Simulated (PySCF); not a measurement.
## How far are cheaper levels from CCSD(T)/CBS for MgP?

PySCF; the state is a quartet (σ ↑, π ↑↑). The composite is CCSD(T) extrapolated to the basis-set limit from two correlation-consistent sets, with core-valence (CV) and scalar-relativistic (SR) terms as its label shows; it has no spin–orbit coupling and nothing beyond (T). Here it is CCSD(T)/CBS(DT)+CV. It gives Re = 2.518 Å, ωe = 317 cm⁻¹ and De = 0.62 eV to Mg + P.

```
      level                        basis     relativity  Re (Å)  ωe (cm⁻¹)  De (eV)
UHF-SCS-MP2          cc-pVDZ/cc-pV(D+d)Z  no relativity   2.568        297     0.25
   UHF-CCSD                  aug-pcseg-1  no relativity   2.679        219     0.16
   UHF-CCSD  aug-cc-pVDZ/aug-cc-pV(D+d)Z  no relativity   2.592        270     0.29
        PBE          cc-pVDZ/cc-pV(D+d)Z  no relativity   2.576        290     0.87
        PBE                  aug-pcseg-1  no relativity   2.611        277     0.83
     r²SCAN  aug-cc-pVDZ/aug-cc-pV(D+d)Z  no relativity   2.557        305     0.96
      M06-L                  aug-pcseg-1  no relativity   2.598        276     0.73
        M06                   x2c-SVPall  spin-free X2C   2.576        285     0.77
        M06          cc-pVDZ/cc-pV(D+d)Z  no relativity   2.565        287     0.80
       MN15          cc-pVDZ/cc-pV(D+d)Z  no relativity   2.597        257     0.51
```

Problem. Give the difference of each row from the composite.

Solution. 

```
      level                        basis  ΔRe (pm)  Δωe (%)  ΔDe (eV)
UHF-SCS-MP2          cc-pVDZ/cc-pV(D+d)Z      +5.0     -6.3     -0.37
   UHF-CCSD                  aug-pcseg-1     +16.1    -30.9     -0.46
   UHF-CCSD  aug-cc-pVDZ/aug-cc-pV(D+d)Z      +7.4    -14.8     -0.33
        PBE          cc-pVDZ/cc-pV(D+d)Z      +5.8     -8.5     +0.25
        PBE                  aug-pcseg-1      +9.3    -12.6     +0.21
     r²SCAN  aug-cc-pVDZ/aug-cc-pV(D+d)Z      +3.9     -3.8     +0.34
      M06-L                  aug-pcseg-1      +8.0    -12.9     +0.11
        M06                   x2c-SVPall      +5.8    -10.1     +0.15
        M06          cc-pVDZ/cc-pV(D+d)Z      +4.7     -9.5     +0.18
       MN15          cc-pVDZ/cc-pV(D+d)Z      +7.9    -18.9     -0.11
```

Problem. Which rows come closest in De?

Solution. M06-L in aug-pcseg-1 (+0.11 eV); MN15 in cc-pVDZ/cc-pV(D+d)Z (-0.11 eV), counted from the composite.

Correlated steps freeze 6 core orbitals. Correlated levels converge slowly with the basis: in double zeta they bind strong bonds too weakly, by up to about 1 eV, and carry superposition errors of some tenths. The state was picked by a PBE0 search and need not be the measured ground state.
